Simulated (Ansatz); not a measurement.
1T (CdI2-type) ZrSe2 was calculated with PBE-D3(BJ) (PAW; Ansatz, a quantum-chemistry and plane-wave program).

Numerical settings: plane-wave cutoff 520 eV, 12×12×6 k mesh (along the axes of the cell as run), Fermi–Dirac smearing 0.01 eV, scalar-relativistic PAW data made under PBE.

Properties against volume:

Shape and atoms are relaxed at each volume.

```csv
V (Å³/atom),P (GPa),smallest gap on the k mesh (eV),c (Å),a (Å)
23.346,1.54,0.000,5.902,3.702
23.832,0.69,0.000,5.966,3.720
24.319,0.00,0.023,6.035,3.736
24.805,-0.59,0.133,6.109,3.750
25.292,-1.06,0.226,6.190,3.762
```

Measured, for comparison: band gap 1.18 eV (temperature not stated, no zero-point or thermal correction, fundamental, indirect, our sources range from 0.90 to 1.20; as tabulated in Rybak et al. (2022), arXiv:2210.12074).

Note: the bulk modulus comes from volumes at which shape and atoms were relaxed.

Spin–orbit coupling is not included; it can close the smallest gap of 0.02 eV.
